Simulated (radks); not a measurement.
# Nuclear size and the levels of Cl²⁺

An exercise on one series of results from a longer session: the logs are not shown, and one member is left open.

Method: Dirac Kohn-Sham, LDA (Slater exchange, Perdew-Wang correlation), spin-unpolarised, spherical densities, finite nucleus; open shells fill j = l - 1/2 first. Code: radks (a radial shooting solver on a logarithmic mesh, Libxc functionals) version 1.

**Starting point**

| Quantity | Value |
| --- | --- |
| element | chlorine (Z = 17) |
| charge | +2 |
| electrons | 15 |
| configuration | [Ne] 3s2 3p3 |
| nuclear rms radius | 3.3654 fm |

Set-up of the first run:

Input:

```text
Z 17
configuration [Ne] 3s2 3p3 4s0 3d0
relativity Dirac
functional lda,pw
spin unpolarised
j_filling energy
nucleus finite rms 3.3654 fm
c 137.035999084
```

Among the steps run: rms radius 3.3654 fm.

One table of the session follows, with a row left open; its other results are not shown here.

It belongs to the step «rms radius 3.3654 fm». Sizes of the orbitals, from the radial functions (bohr):

```
level     <r>  outermost maximum (interpolated)  90 % within  nodes
2p1/2  0.4054                             0.300        0.674      0
2p3/2  0.4078                             0.302        0.678      0
3s1/2   1.442                              1.25         2.16      2
3p1/2   1.597                              1.34         2.45      1
3p3/2   1.603                              1.35         2.45      1
3d3/2   2.155                              1.66         3.50      0
3d5/2       ?                                 ?            ?      ?
4s1/2   3.686                              3.37         5.33      3
```

Estimate the missing values for 3d5/2.

As computed: <r>: 2.157; outermost maximum (interpolated): 1.66; 90 % within: 3.50; nodes: 0. In the column «<r>» it lies between 3d3/2 (2.155) and 4s1/2 (3.686).
